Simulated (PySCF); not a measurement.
# CO: changing the method

Aim: see what other levels and later steps give for CO.

The runs use PySCF 2.14.0; method and basis as typed in the scripts.

2 further runs of the same task are left out: 2 that didn't finish.

**1. The system as given**

CO: 2 atoms, charge 0, spin multiplicity 1.

Bond lengths: C1–O2 1.179 Å.

**2. Base script**

File input.py:

```python
from pyscf import gto, scf

mol = gto.M(
    atom='C 0 0 0; O 0 0 1.179',
    basis='ano-rcc-vdzp',
    charge=0,
    spin=0,
    verbose=4,
)
mf = scf.RHF(mol)
mf = mf.sfx2c1e()
mf.kernel()
mf.analyze()
print('orbital energies (hartree):', mf.mo_energy[..., max(0, mol.nelec[1]-3):mol.nelec[0]+3].round(4))
```

Launch:

```console
python input.py
```

Its log is not repeated here.

In short: E(SCF) = -112.835055 Eh, 8 cycles, μ = 0.57 D.

The bond length is a typed value, not an optimised one.

**3. SCF alone**

Run 1 changes step after the SCF: analyze → none.

File input.py:

```python
from pyscf import gto, scf

mol = gto.M(
    atom='C 0 0 0; O 0 0 1.179',
    basis='ano-rcc-vdzp',
    charge=0,
    spin=0,
    verbose=4,
)
mf = scf.RHF(mol)
mf = mf.sfx2c1e()
mf.kernel()
mf.dip_moment()
print('orbital energies (hartree):', mf.mo_energy[..., max(0, mol.nelec[1]-3):mol.nelec[0]+3].round(4))
```

Launch:

```console
python input.py
```

**4. UHF**

Run 2 changes SCF type: RHF → UHF.

File input.py:

```python
from pyscf import gto, scf

mol = gto.M(
    atom='C 0 0 0; O 0 0 1.179',
    basis='ano-rcc-vdzp',
    charge=0,
    spin=0,
    verbose=4,
)
mf = scf.UHF(mol)
mf = mf.sfx2c1e()
mf.kernel()
mf.analyze()
print('orbital energies (hartree):', [e[max(0, n-3):n+3].round(4) for e, n in zip(mf.mo_energy, mol.nelec)])
```

**5. NEVPT2**

Run 3 changes step after the SCF: analyze → nevpt2; active space: none → 6 electrons in 8 orbitals.

File input.py:

```python
from pyscf import gto, scf, mcscf, mrpt

mol = gto.M(
    atom='C 0 0 0; O 0 0 1.179',
    basis='ano-rcc-vdzp',
    charge=0,
    spin=0,
    verbose=4,
)
mf = scf.RHF(mol)
mf = mf.sfx2c1e()
mf.kernel()
mc = mcscf.CASSCF(mf, 8, 6)
mc.kernel()
mc.analyze()
mrpt.NEVPT(mc).kernel()
mf.dip_moment()
print('orbital energies (hartree):', mf.mo_energy[..., max(0, mol.nelec[1]-3):mol.nelec[0]+3].round(4))
```

**Question.** What will these runs give? Wanted: for each run, E(SCF); from base; gap; SCF dipole; after the SCF.

The runs gave:

| run | E(SCF) (hartree) | from base (eV) | cycles | gap (eV) | SCF dipole (D) | after the SCF |
| --- | --- | --- | --- | --- | --- | --- |
| base | -112.835055 | 0 | 8 | 18.81 | 0.57 | n/a |
| SCF alone | -112.835055 | 0.0000 | 8 | 18.81 | 0.57 | n/a |
| UHF | -112.835055 | 0.0000 | 8 | 18.81 | 0.57 | n/a |
| NEVPT2 | -112.835055 | 0.0000 | 8 | 18.81 | 0.57 | NEVPT2 correlation -7.797 eV (from the SCF energy, the CASSCF gain included) |

In words: The SCF energy stays the same, to the digits that matter, with UHF. The dearest run is “NEVPT2”, at 5.6 s against 1.6 s.
